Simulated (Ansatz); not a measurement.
# The carbon atom (triplet): from Hartree-Fock to the top rungs, cc-pVDZ

How much of the correlation energy of the carbon atom (triplet) does each wave-function method recover here?

Computed with Ansatz 0.2.0, Gaussian basis. Level: cc-pVDZ, core rule «outside noble gas», up to 1 orbitals frozen.

To be run: UHF; CCSD(T) on ROHF; CCSD(T) on UHF; BCCD(T) on ROHF; CISD; CCSDT(Q) on ROHF; CCSDT(Q) on UHF; CASSCF and MRCISD+Q, 4 electrons in 4 orbitals; CASSCF and MRCISD+Q(relaxed), 4 electrons in 4 orbitals; CASSCF and NEVPT4(SD), 4 electrons in 4 orbitals; CASSCF and NEVPT2, 4 electrons in 4 orbitals.

**1. The atom**

A free atom, in its lowest state of this spin that the program finds.

1 atom, charge 0, spin multiplicity 3.

**2. UHF**

Contents of in.yaml:

```yaml
crystal:
  periodic: [false, false, false]
  atoms:
    - {symbol: C, position_ang: [0.000000, 0.000000, 0.000000]}
basis:
  gaussian: {orbitals: cc-pVDZ}
magnetization: {spin_polarized: true, initial_magnetization: 2}
hamiltonian: {xc: hf}
output: {orbitals: {seedname: orbitals}}
```

Started as:

```sh
ansatz run in.yaml --threads 1 --pin off --events-out ev --progress --plain --max-ram 2393MiB
```

Further steps of the session: CCSD(T) on ROHF; CCSD(T) on UHF; BCCD(T) on ROHF; CISD; CCSDT(Q) on ROHF; CCSDT(Q) on UHF; CASSCF and MRCISD+Q, 4 electrons in 4 orbitals; CASSCF and MRCISD+Q(relaxed), 4 electrons in 4 orbitals; CASSCF and NEVPT4(SD), 4 electrons in 4 orbitals; CASSCF and NEVPT2, 4 electrons in 4 orbitals.

Before running them: what should the planned runs give, taken together? Wanted: UCCSDT(Q) below the RHF energy; RMP2 from UCCSDT(Q); UMP2 from UCCSDT(Q); RCCSD from UCCSDT(Q); RCCSD(T) from UCCSDT(Q); UCCSD(T) from UCCSDT(Q); RCCSDT(Q) from UCCSDT(Q); NEVPT2 valence from UCCSDT(Q); NEVPT4(SD) valence from UCCSDT(Q).

As calculated:

```
                         quantity                                                                                                                                                  value
   UCCSDT(Q) below the RHF energy                                                                                                                                             -2.1304 eV
              RMP2 from UCCSDT(Q)                                                                                                                                             +619.4 meV
              UMP2 from UCCSDT(Q)                                                                                                                                             +609.5 meV
             RCCSD from UCCSDT(Q)                                                                                                                                              +36.6 meV
          RCCSD(T) from UCCSDT(Q)                                                                                                                                              +10.1 meV
          UCCSD(T) from UCCSDT(Q)                                                                                                                                               +9.1 meV
         RCCSDT(Q) from UCCSDT(Q)                                                                                                                                               +0.9 meV
    NEVPT2 valence from UCCSDT(Q)                                                                                                                                             +390.9 meV
NEVPT4(SD) valence from UCCSDT(Q)                                                                                                                                              +11.3 meV
  MRCISD+Q valence from UCCSDT(Q)                                                                                                                                              -27.8 meV
levels within 1 kcal/mol (43 meV)  RCCSD, UCCSD, RCCSD(T), UCCSD(T), BCCD(T), RCCSDT, UCCSDT, RCCSDT(Q), NEVPT4(SD) valence, MRCISD valence, MRCISD+Q valence, MRCISD+Q(relaxed) valence
                    T1 diagnostic                                                                                                                                                  0.017
   effectively unpaired electrons                                                                                                                                                   2.02
```

RCCSD(T) lands +10.1 meV from the yardstick (0.5 % of the correlation energy). One determinant dominates. Of the multireference levels listed NEVPT4(SD) valence comes nearest in total energy (+11.3 meV), which doesn't show that its space is the better one. These misses are within one basis, not against nature; the frozen cores of restricted and unrestricted runs differ, which can shift their rows.
